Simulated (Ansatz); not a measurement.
C2H4, SMILES `C=C` (excited triplet) (charge 0, multiplicity 3). This triplet is an excited state, 2.98 eV above the relaxed singlet at the level composite: frozen-core CCSD(T) with HF/cc-pVQZ and the correlation energy extrapolated as X^-3 from cc-pVTZ and cc-pVQZ, plus CCSDT(Q) minus CCSD(T) in cc-pVDZ // B3LYP-D3(BJ)/def2-TZVP (Ansatz, a quantum-chemistry and plane-wave program).

Computed with frozen-core CCSDTQ/6-31g // B3LYP-D3(BJ)/def2-TZVP run with Ansatz.

Ansatz 0.2 input:
```yaml
crystal:
  periodic: [false, false, false]
  atoms:
    - { symbol: C, position_ang: [0.72175, -0.005258, 0.012997] }
    - { symbol: C, position_ang: [-0.718888, 0.062836, -0.019195] }
    - { symbol: H, position_ang: [1.314942, 0.686212, 0.604923] }
    - { symbol: H, position_ang: [1.272863, -0.750912, -0.55327] }
    - { symbol: H, position_ang: [-1.334478, -0.488284, 0.686284] }
    - { symbol: H, position_ang: [-1.247599, 0.668109, -0.750281] }
basis:
  gaussian: { orbitals: "6-31g" }
correlation:
  method: ccsdtq
magnetization:
  spin_polarized: true
  initial_magnetization: 2
```

Output:

```
Functional definition: HF
617 factors; integrals over basis functions are off by at most 1.0e-7 eV
mean field evaluation 1: about -2119.5436 eV, gradient 1.2e1 eV
mean field evaluation 2: about -2119.5445 eV, gradient 1.2e1 eV
mean field evaluation 4: about -2120.7525 eV, gradient 1.4e0 eV
mean field evaluation 8: about -2120.7836 eV, gradient 7.6e-3 eV
mean field evaluation 16: about -2120.7786 eV, gradient 5.4e-1 eV
mean field -2120.78359419 eV, -77.9373595677 hartree, gradient 3.0e-6 eV, S^2 2.010500; 1 other end points of the search recorded, 0 dependent functions left out
2 core orbitals not correlated
reference -2120.78359419 eV, -77.9373595677 hartree; 7, 5 occupied and 17, 19 virtual orbitals, 617 factors
second order -3.86693857 eV of doubles, -0.00000000 eV of singles
cycle   1  -4.41585348 eV  change   -5.5e-1 eV  update   5.7e-2
cycle   2  -4.73679009 eV  change   -3.2e-1 eV  update   2.5e-2
cycle   3  -4.77634549 eV  change   -4.0e-2 eV  update   1.1e-2
cycle   4  -4.77842672 eV  change   -2.1e-3 eV  update   5.1e-3
cycle   5  -4.78315416 eV  change   -4.7e-3 eV  update   1.6e-3
cycle   6  -4.78225707 eV  change    9.0e-4 eV  update   6.1e-4
cycle   7  -4.78202188 eV  change    2.4e-4 eV  update   2.4e-4
cycle   8  -4.78220753 eV  change   -1.9e-4 eV  update   1.0e-4
cycle   9  -4.78220339 eV  change    4.1e-6 eV  update   4.0e-5
cycle  10  -4.78218062 eV  change    2.3e-5 eV  update   1.7e-5
cycle  11  -4.78218533 eV  change   -4.7e-6 eV  update   8.2e-6
cycle  12  -4.78218322 eV  change    2.1e-6 eV  update   4.0e-6
cycle  13  -4.78218553 eV  change   -2.3e-6 eV  update   1.5e-6
cycle  14  -4.78218595 eV  change   -4.1e-7 eV  update   5.2e-7
Total energy: -2125.56578014 eV, -78.1131016598 hartree
```
